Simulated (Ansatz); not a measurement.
# BNH (quartet): the correlation ladder, cc-pVDZ

One table from this session's results is given with a row withheld; the runs are named, their logs left out.

Method: cc-pVDZ, core rule «outside noble gas», up to 2 orbitals frozen; program: Ansatz 0.2.0, Gaussian basis.

To be run: UHF; CCSD(T) on ROHF; CCSD(T) on UHF; BCCD(T) on ROHF; CISD; CCSDT(Q) on ROHF; CCSDT(Q) on UHF; CASSCF and MRCISD+Q, 9 electrons in 9 orbitals; CASSCF and NEVPT2, 9 electrons in 9 orbitals.

22 further runs of the same task are left out: 1 for a mislabelled method, 7 that didn't finish, 14 set aside as unsound or not needed.

## The system

The geometry is a PBE0/def2-TZVP stationary point (not a proven minimum).

3 atoms, charge 0, spin multiplicity 4.

Atoms are counted from 1 here; the program's logs count them from 0.

Bond lengths: B1–N2 1.465 Å, N2–H3 1.030 Å. Angles: B1–N2–H3 111.7°.

The first run:

File in.yaml:

```yaml
crystal:
  periodic: [false, false, false]
  atoms:
    - {symbol: B, position_ang: [0.000000, 0.079752, 0.863775]}
    - {symbol: N, position_ang: [0.000000, -0.117617, -0.587927]}
    - {symbol: H, position_ang: [0.000000, 0.779045, -1.094669]}
basis:
  gaussian: {orbitals: cc-pVDZ}
magnetization: {spin_polarized: true, initial_magnetization: 3}
hamiltonian: {xc: hf}
output: {orbitals: {seedname: orbitals}}
```

Command:

```
$ ansatz run in.yaml --threads 1 --pin off --events-out ev --progress --plain --max-ram 2393MiB
```

Steps of the session up to this table: UHF; CCSD(T) on ROHF; CCSD(T) on UHF; BCCD(T) on ROHF; CISD; CCSDT(Q) on ROHF; CCSDT(Q) on UHF; CASSCF and MRCISD+Q, 9 electrons in 9 orbitals; CASSCF and NEVPT2, 9 electrons in 9 orbitals.

One of the session's tables, all rows but one given; the rest of the session is left out.

```
          method  from UCCSDT(Q) (meV)
            ROHF               +5436.2
             UHF               +5333.9
            RMP2                +813.1
            UMP2                +821.1
            CISD                +400.6
           RCCSD                +179.2
           UCCSD                +177.0
        RCCSD(T)                 +38.6
        UCCSD(T)                 +38.0
         BCCD(T)                 +40.1
          RCCSDT                 +12.0
          UCCSDT                 +11.2
       RCCSDT(Q)                  +1.9
       UCCSDT(Q)                     0
  CASSCF valence               +3556.0
  NEVPT2 valence                +743.8
  MRCISD valence                +183.6
MRCISD+Q valence                     ?
```

**Question.** Estimate the row for MRCISD+Q valence.

As computed: from UCCSDT(Q) (meV): +28.0. In the column «from UCCSDT(Q) (meV)» it lies between RCCSDT (+12.0) and UCCSD(T) (+38.0).

Among the levels timed on like hardware and quicker than the yardstick, those that no quicker one beats, quickest first: CISD (1.7 s, +400.6 meV); BCCD(T) (2.1 s, +40.1 meV); RCCSD(T) (2.6 s, +38.6 meV); UCCSD(T) (3.1 s, +38.0 meV); MRCISD+Q valence (3.7 s, +28.0 meV).

With the free atoms at the same levels and basis (separate runs), the atomisation energy is 4.546 eV at UCCSDT(Q), 4.524 eV at RCCSD(T), 4.522 eV at UCCSD(T), 3.284 eV at ROHF.

Limits of these values: Of the multireference levels listed MRCISD+Q valence comes nearest in total energy (+28.0 meV), which doesn't show that its space is the better one. Restricted and unrestricted rows rest on different reference determinants; where their highest levels disagree by more than a few hundredths of an eV, they describe different states and don't form one ladder.
